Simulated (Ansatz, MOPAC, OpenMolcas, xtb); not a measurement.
## BH5S (SMILES [BH3-][SH2+]): the dipole moment, rung by rung

BH5S: 7 atoms, total charge 0, spin state singlet. As SMILES, `[BH3-][SH2+]`. The coordinates come from a PBE0-D4/def2-TZVP relaxation.

Each level gives the dipole moment (D). The values are calculated.

```csv
level,kind,program,value (D),CPU time
MNDO,semi-empirical,MOPAC,4.67,under 2 s
PM7,semi-empirical,MOPAC,4.68,under 2 s
GFN0-xTB,semi-empirical,xtb,5.69,under 2 s
GFN1-xTB,semi-empirical,xtb,4.85,under 2 s
HF/STO-3G,Hartree–Fock,Ansatz,4.85,0.48 s
HF/3-21G,Hartree–Fock,OpenMolcas,4.20,1.6 s
HF/def2-SVP,Hartree–Fock,OpenMolcas,4.36,2.5 s
PBE/6-31G* (spherical functions),GGA,Ansatz,3.99,3.5 s
BP86/6-311G**,GGA,OpenMolcas,4.07,18 s
BLYP/def2-SVPD,GGA,Ansatz,3.76,7.8 s
```

The values span 3.76 to 5.69 D. Sets without polarisation functions give poor dipoles. CPU times are rough (shared hosts, several kinds of processor): they show what a rung costs within a factor of a few.
